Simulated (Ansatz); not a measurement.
**Diborane 1,2-di F (B2H4F2): the relaxed shape and its frontier levels**

What does diborane 1,2-di F (B2H4F2) look like as a singlet, and where do its frontier electrons sit?

Program: Ansatz 0.2.0, Gaussian basis. Level of theory: RKS PBE0-D4/def2-TZVP. These are calculated values, not measurements.

The runs, in order: relaxation at B3LYP-D4/def2-TZVP; a search for the lowest solution at PBE0-D4/def2-SVP; a single point at PBE0-D4/def2-TZVP.

### Step 1. Starting geometry

8 atoms, charge 0, spin multiplicity 1.

Atoms are counted from 1 here; the program's logs count them from 0.

Bond lengths: B1–F2 1.333 Å, B1–H3 1.173 Å, B1–H4 1.364 Å, B1–B5 1.872 Å, B1–H8 1.343 Å, H4–B5 1.343 Å, B5–F6 1.333 Å, B5–H7 1.173 Å, B5–H8 1.363 Å. Angles: F2–B1–H3 117.5°, F2–B1–H4 110.9°, F2–B1–B5 120.6°, F2–B1–H8 111.4°, H3–B1–H4 110.5°, H3–B1–B5 121.9°, H3–B1–H8 111.4°, H4–B1–B5 45.8°, H4–B1–H8 92.4°, B5–B1–H8 46.7°, B1–H4–B5 87.5°, B1–B5–H4 46.7°, B1–B5–F6 120.6°, B1–B5–H7 121.9°, B1–B5–H8 45.8°, H4–B5–F6 111.4°, H4–B5–H7 111.4°, H4–B5–H8 92.5° and more.

Coordinates:

```xyz
8
B2F2H4
B     0.9003    0.1356    0.2205
F     1.5774   -0.8705    0.7749
H     1.4685    1.1493    0.0646
H    -0.2794    0.3449    0.8720
B    -0.9017   -0.0698   -0.2433
F    -1.5236   -1.2331   -0.0486
H    -1.5181    0.7972   -0.7364
H     0.2767   -0.2536   -0.9037
```

The start is a GFN2-xTB geometry.

### Step 2. Optimising with B3LYP-D4/def2-TZVP

File in.yaml:

```yaml
crystal:
  periodic: [false, false, false]
  atoms:
    - {symbol: B, position_ang: [0.900280, 0.135600, 0.220540]}
    - {symbol: F, position_ang: [1.577350, -0.870490, 0.774860]}
    - {symbol: H, position_ang: [1.468510, 1.149340, 0.064650]}
    - {symbol: H, position_ang: [-0.279410, 0.344870, 0.872020]}
    - {symbol: B, position_ang: [-0.901660, -0.069840, -0.243330]}
    - {symbol: F, position_ang: [-1.523610, -1.233090, -0.048610]}
    - {symbol: H, position_ang: [-1.518140, 0.797180, -0.736440]}
    - {symbol: H, position_ang: [0.276680, -0.253560, -0.903690]}
basis:
  gaussian: {orbitals: def2-TZVP}
hamiltonian: {xc: {name: B3LYP}, dispersion: d4}
scf: {lower_state_search: "off"}
output: {orbitals: {seedname: orbitals}}
relax: {f_tol: 0.02, max_steps: 100}
```

The run is started by

```console
$ ansatz run in.yaml --threads 4 --pin off --events-out ev --progress --plain --max-ram 3916MiB
```

Further steps of the session: Searching for the lowest solution, PBE0-D4/def2-SVP; Single point, PBE0-D4/def2-TZVP.

Q: Predict the results of all the runs planned. Wanted: point group; commonest bond, hydrogen aside; HOMO, LUMO at PBE0-D4/def2-TZVP; dipole at B3LYP-D4/def2-TZVP.

As calculated:

| quantity | value |
| --- | --- |
| point group | C2v |
| commonest bond, hydrogen aside | B–F, 2 of mean length 1.342 Å |
| HOMO, LUMO at PBE0-D4/def2-TZVP | -9.86, -0.39 eV |
| dipole at B3LYP-D4/def2-TZVP | 1.65 D |

What this shows: The molecule keeps its bonding pattern by the stored test; the atoms moved 0.06 Å (rms). No usable vibrations, so a minimum isn't proven.
